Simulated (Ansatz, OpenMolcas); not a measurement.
**Worked example: the enthalpy of formation of CH2N2 (cyanamide)**

CH2N2 has 5 atoms, charge 0, and is taken as a singlet. SMILES: `N#CN`. The coordinates come from a PBE0-D4/def2-TZVP relaxation.

Total energies at revPBE/def2-TZVP (OpenMolcas 26.06); the atoms run unrestricted:

| species | state | energy (Eh) |
| --- | --- | --- |
| CH2N2 | singlet | -148.809091 |
| N | quartet | -54.587718 |
| C | triplet | -37.845596 |
| H | doublet | -0.504123 |

Harmonic wavenumbers at PBE0-D4/def2-TZVP, in cm⁻¹: 422, 492, 574, 1117, 1194, 1630, 2384, 3580, 3674.

Measured heats of formation of the gaseous atoms at 298.15 K, in kJ/mol: N 472.4, C 716.9, H 218.0. Take 1 Eh = 2625.50 kJ/mol, 1 cm⁻¹ = 0.0119627 kJ/mol, RT = 2.479 kJ/mol.

Task: What heat of formation follows?

Result: 
1. Electronic atomisation energy: 2 × (-54.587718) + (-37.845596) + 2 × (-0.504123) − (-148.809091) = 0.779813 Eh = 2047.4 kJ/mol.
2. Zero-point energy: half the sum of the wavenumbers, 7533.5 cm⁻¹ = 90.1 kJ/mol.
3. Thermal vibrational enthalpy, Σ hcν̃/(exp(hcν̃/kT) − 1): 1.9 kJ/mol. Translation, rotation and pV of a non-linear molecule: 4 RT = 9.9 kJ/mol.
4. The 5 free atoms carry 5/2 RT each: 31.0 kJ/mol.
5. Atomisation enthalpy at 298 K: 2047.4 − 90.1 − 1.9 − 9.9 + 31.0 = 1976.5 kJ/mol.
6. Sum of the atoms' heats of formation: 2097.7 kJ/mol. Heat of formation: 2097.7 − 1976.5 = +121.2 kJ/mol.

No measured value is set beside it here. Anharmonicity and any spin-orbit splitting of the molecule are left out.
